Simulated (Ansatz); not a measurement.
Born–Oppenheimer molecular dynamics of CH₂NSi (5 atoms, charge 1, multiplicity 1). It starts from a relaxed structure.

Theory: RKS B3LYP-D4/def2-SVP in Ansatz.

- ensemble: NVT, Langevin thermostat
- time step: 2 fs
- steps asked: 40
- set temperature: 1000 K
- friction: 0.005 /fs
- seed: 540880

First frame:

```xyz
5
Properties=species:S:1:pos:R:3
C -0.333 0.585 -0.446
Si 0.399 -0.703 0.535
N 1.067 -1.875 1.432
H -0.489 0.455 -1.529
H -0.645 1.538 0.008
```

(1) What does the run give?

(2) What happens to the structure?

(3) How do temperature and energy run in time?

## Answers

(1) The run went to its last step.

```
steps done                                               : 40
time covered                                             : 80 fs
mean temperature over the second half                    : 798 K
spread of the potential energy over the second half      : 31.8 meV per atom
mean potential energy of the second half above the start : 87.8 meV per atom
```

The mean temperature of the second half is 20 % below the set value. A step of 2 fs is long for free X–H stretches (periods near 10 fs) and can bias their spread and the temperature. A run of 0.08 ps of so small a system gives no equilibrium averages. Limits of this set-up: the dipole of an ion depends on the origin.

(2) The same pairs are bonded in the first frame and the last. Pairs count as bonded within 1.25 times the sum of covalent radii (0.12 Å more for H–H). This is one draw of velocities; another would differ in detail.

(3) 
```json
{"time (fs)": "0.0", "T (K)": "800", "potential energy less start (eV)": "0.000"}
{"time (fs)": "4.0", "T (K)": "745", "potential energy less start (eV)": "0.118"}
{"time (fs)": "8.0", "T (K)": "420", "potential energy less start (eV)": "0.405"}
{"time (fs)": "12.0", "T (K)": "355", "potential energy less start (eV)": "0.414"}
{"time (fs)": "16.0", "T (K)": "396", "potential energy less start (eV)": "0.367"}
{"time (fs)": "20.0", "T (K)": "612", "potential energy less start (eV)": "0.241"}
{"time (fs)": "24.0", "T (K)": "906", "potential energy less start (eV)": "0.160"}
{"time (fs)": "28.0", "T (K)": "818", "potential energy less start (eV)": "0.240"}
{"time (fs)": "32.0", "T (K)": "643", "potential energy less start (eV)": "0.381"}
{"time (fs)": "36.0", "T (K)": "481", "potential energy less start (eV)": "0.445"}
{"time (fs)": "40.0", "T (K)": "638", "potential energy less start (eV)": "0.363"}
{"time (fs)": "44.0", "T (K)": "973", "potential energy less start (eV)": "0.224"}
{"time (fs)": "48.0", "T (K)": "897", "potential energy less start (eV)": "0.336"}
{"time (fs)": "52.0", "T (K)": "656", "potential energy less start (eV)": "0.535"}
{"time (fs)": "56.0", "T (K)": "492", "potential energy less start (eV)": "0.660"}
{"time (fs)": "60.0", "T (K)": "461", "potential energy less start (eV)": "0.666"}
{"time (fs)": "64.0", "T (K)": "681", "potential energy less start (eV)": "0.518"}
{"time (fs)": "68.0", "T (K)": "994", "potential energy less start (eV)": "0.275"}
{"time (fs)": "72.0", "T (K)": "1213", "potential energy less start (eV)": "0.216"}
{"time (fs)": "76.0", "T (K)": "966", "potential energy less start (eV)": "0.416"}
{"time (fs)": "80.0", "T (K)": "601", "potential energy less start (eV)": "0.646"}
```

Time of the run: 29 s on 1 thread of Intel(R) Xeon(R) Platinum 8488C (Sapphire Rapids) (shared host), peak memory 0.21 GiB.
